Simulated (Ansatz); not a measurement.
Ansatz (a quantum-chemistry and plane-wave program) input (HF/aug-cc-pVQZ):

Ansatz 0.2 input:
```yaml
crystal:
  periodic: [false, false, false]
  atoms:
    - {symbol: C, position_ang: [-0.00000000, -0.00000000, -0.00000000]}
    - {symbol: H, position_ang: [0.00360111, 1.07859343, -0.02702022]}
    - {symbol: H, position_ang: [0.93257816, -0.54247981, 0.01097634]}
    - {symbol: H, position_ang: [-0.93617928, -0.53611362, 0.01604388]}
basis:
  gaussian:
    orbitals: aug-cc-pVQZ
hamiltonian:
  xc: {name: HF}
magnetization: {spin_polarized: true, initial_magnetization: 1}
accuracy: high
```

Output:

```
Functional definition: HF
integrals: 1.02 GiB planned
3052 factors; integrals over basis functions are off by at most 3.0e-9 eV
mean field: 1.18 GiB planned
mean field evaluation 1: about -1076.2002 eV, gradient 1.3e1 eV
mean field evaluation 2: about -1076.2000 eV, gradient 1.3e1 eV
mean field evaluation 4: about -1077.0236 eV, gradient 1.1e0 eV
mean field evaluation 8: about -1077.0371 eV, gradient 3.2e-4 eV
mean field -1077.03710177 eV, -39.5803834479 hartree, gradient 1.6e-8 eV, S^2 0.761830; 0 other end points of the search recorded, 0 dependent functions left out
reference -1077.03710177 eV, -39.5803834479 hartree; 5, 4 occupied and 213, 214 virtual orbitals, 3052 factors
Total energy: -1077.03710177 eV, -39.5803834479 hartree
```
